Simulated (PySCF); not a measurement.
Working out the ionisation energy of S

S [Ne] 3s2 3p4 (3P) → S⁺ [Ne] 3s2 3p3 (4S). Calculation: PySCF 2.14, in x2c-QZVPPall (9s6p4d2f1g, 70 functions); the spin-free X2C one-electron Hamiltonian (Gaussian nucleus). Frozen: 1s2. Energies in hartree (1 hartree = 27.21139 eV):

| part | S (lower) | S⁺ (upper) |
| --- | --- | --- |
| UHF | -398.597710 | -398.258922 |
| MP2 opposite-spin | -0.227294 | -0.199204 |
| MP2 same-spin | -0.086272 | -0.083139 |

Problem. What does Hartree-Fock give?

Solution. (-398.258922) − (-398.597710) = 0.338788 hartree = 9.219 eV.

Problem. What do MP2 and SCS-MP2 (6/5 opposite-spin, 1/3 same-spin) give?

Solution. The opposite-spin parts differ by 0.764 eV and the same-spin parts by 0.085 eV. MP2: 9.219 + (0.764) + (0.085) = 10.068 eV. SCS-MP2: 9.219 + 1.2 × (0.764) + (0.085)/3 = 10.164 eV.

Measured between the centres of the two terms (NIST): 10.336 eV, so MP2 (valence and next inner shell) is off by -0.268 eV.

What remains against the reference includes basis incompleteness, the frozen core and correlation beyond second order.
